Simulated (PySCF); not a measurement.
Relaxation of singlet B₂H₆

All numbers come from PBE0 in PySCF with B def2-TZVP, H def2-TZVP; no relativity; density-fitted integrals. A (50,194) grid was used.

A hand-made doubly bridged start, of D2h symmetry, held to at least that symmetry:

Coordinates in bohr (charge 0 multiplicity 1):
```
B     1.5983    0.0000    0.0000
B    -1.5983    0.0000    0.0000
H     0.0000    1.7140    0.0000
H     0.0000   -1.7140    0.0000
H     2.7038    0.0000    1.9014
H     2.7038    0.0000   -1.9014
H    -2.7038    0.0000    1.9014
H    -2.7038    0.0000   -1.9014
```

(1) What forces act on the atoms at the start (eV/Å)?

(2) What does it relax to?

(3) How much energy is released, and in how many steps?

Answers

(1) 
```tsv
atom	Fx	Fy	Fz
B1	0.92	0.00	0.00
B2	-0.92	0.00	0.00
H3	0.00	1.71	0.00
H4	0.00	-1.71	0.00
H5	0.28	0.00	0.65
H6	0.28	0.00	-0.65
H7	-0.28	0.00	0.65
H8	-0.28	0.00	-0.65
```

(2) It ends at D2h with B–H 1.191 Å (×4), B–H 1.314 Å (×4); B–H–B 83.3° (×2), H–B–H 96.7° (×2), H–B–H 108.9° (×8), H–B–H 121.7° (×2) (after a last refinement on a finer grid). A frequency run shows a minimum.

(3) 19.3 kJ/mol in 5 steps.
